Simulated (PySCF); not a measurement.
Carbonyl fluoride, CF2O.
Atom-mapped SMILES: `[O:1]=[C:2]([F:3])[F:4]`

Theory: TDDFT CAM-B3LYP/def2-SVPD, vertical, gas phase, core orbitals frozen in the response in PySCF. Isolated species at its GFN2-xTB geometry, gas phase.

Orbital energies (eV): HOMO-3 -15.45, HOMO-2 -14.92, HOMO-1 -13.41, HOMO -12.23, LUMO 0.59, LUMO+1 0.73, LUMO+2 2.91.

**Question.** Among the lowest singlets, which states do these configurations lead, and at what energies: HOMO→LUMO+1, HOMO-3→LUMO, HOMO-2→LUMO, HOMO→LUMO, HOMO-1→LUMO, HOMO-1→LUMO+1?

**Answer.** 

```
state  leading configuration  weight  Δε (eV)  E (eV)  E − Δε (eV)       f  other configurations
   S1              HOMO→LUMO    0.99    12.83    7.29        -5.54  0.0000                     –
   S2            HOMO→LUMO+1    0.94    12.96    9.37        -3.60   0.031                     –
   S3            HOMO-1→LUMO    0.87    14.01   10.29        -3.72   0.173                     –
   S4          HOMO-1→LUMO+1    0.94    14.14   10.46        -3.68  0.0057                     –
   S5            HOMO-2→LUMO    0.99    15.52   10.54        -4.98  0.0000                     –
   S6            HOMO-3→LUMO    0.99    16.05   10.96        -5.08  0.0078                     –
```

E − Δε runs from -5.54 to -3.60 eV. Among themselves, these states come in the order of their orbital differences. Δε is the difference of the two orbital energies.

H and L stand for HOMO and LUMO. The other states: S7 11.65 eV, f 0.0001, H-4→L (50%), H-2→L+1 (40%); S8 11.81 eV, f 0.0000, H→L+4 (98%).

**Question.** Which computed triplets share their leading configuration (75% or more) with a singlet, and how far apart are the partners?

**Answer.** 

```csv
configuration,triplet,E(T) (eV),singlet,E(S) (eV),E(S) − E(T) (eV)
HOMO→LUMO,T1,6.77,S1,7.29,+0.53
HOMO-1→LUMO,T2,7.32,S3,10.29,+2.97
HOMO→LUMO+1,T3,9.09,S2,9.37,+0.28
```

The 3 triplets are Tamm–Dancoff values, the singlets full response.

Summed over the main configurations (up to three a state, each over 8%) of all 8 singlets, the electron leaves HOMO with weight 2.91, HOMO-1 with weight 1.81, HOMO-2 with weight 1.39 and HOMO-3 with weight 0.99.

Time: 3.9 s wall. Hardware: x86-64 server, one thread, on a shared host.
